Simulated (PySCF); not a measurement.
**Ionisation energy of N by level of theory**

N [He] 2s2 2p3 (4S) → N⁺ [He] 2s2 2p2 (3P), as a difference of total energies. Calculation: PySCF 2.14, in aug-cc-pVDZ-DK; scalar relativity by spin-free X2C-1e. Correlated levels: valence: 1s2 frozen. The calculations carry no spin-orbit coupling.

```json
{"method": "UHF", "ionisation energy (eV)": "13.922"}
{"method": "LDA", "ionisation energy (eV)": "15.012"}
{"method": "PBE", "ionisation energy (eV)": "14.750"}
{"method": "PBE0", "ionisation energy (eV)": "14.726"}
{"method": "r2SCAN", "ionisation energy (eV)": "14.842"}
{"method": "wB97X", "ionisation energy (eV)": "14.601"}
{"method": "M06-2X", "ionisation energy (eV)": "14.571"}
{"method": "r2SCANh", "ionisation energy (eV)": "14.822"}
{"method": "MP2 (valence)", "ionisation energy (eV)": "14.471"}
```

**Question.** Estimate what SCS-MP2 (valence) gives.

**Answer.** 14.253 eV, closest to MP2 (valence) among the rows shown.

**Question.** Estimate what BLYP gives.

**Answer.** 14.519 eV, closest to MP2 (valence) among the rows shown.

A first-order spin-orbit estimate (lowest level to lowest level, LS coupling) adds -0.011 eV.

Errors of the correlated levels include the incompleteness of this basis and the frozen core.

For comparison: 14.534 eV (measured; NIST Atomic Spectra Database, ionization energies).
